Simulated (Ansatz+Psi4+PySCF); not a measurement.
Values are calculated unless marked as measured or tabulated.
Input for Ansatz (development build ahead of 0.2.0):

```yaml
crystal:
  periodic: [false, false, false]
  atoms:
    - { symbol: C, position_ang: [0.4586, 0.0218, 0.057] }
    - { symbol: C, position_ang: [-0.7109, -0.0338, -0.0883] }
    - { symbol: H, position_ang: [1.5139, 0.072, 0.1881] }
basis:
  gaussian: { orbitals: cc-pVTZ }
magnetization:
  spin_polarized: true
  initial_magnetization: 1
hamiltonian:
  xc: hf
correlation:
  method: mp2
  frozen_orbitals: { C: 1, H: 0 }
scf:
  omitted_lower_state_checks: [starts, atomic_configurations, cluster_reference, orbital_swaps, given_window_search, neighbouring_geometries, increment]
```

The input is written out in the form of the current development build from the run's settings.

Results

| Quantity | Value |
| --- | --- |
| Converged | yes |
| Reference energy | -76.17647 hartree |
| Correlation energy | -0.24495 hartree |
| Total energy | -76.42142 hartree |
| Spin squared of the determinant | 1.043 |
| Stability test | minimum |
| Occupied orbitals by symmetry in an Abelian subgroup (alpha; beta) | 6 A' 1 A''; 5 A' 1 A'' |

Caution: large amplitudes, a single reference is doubtful; the unrestricted determinant is spin contaminated.
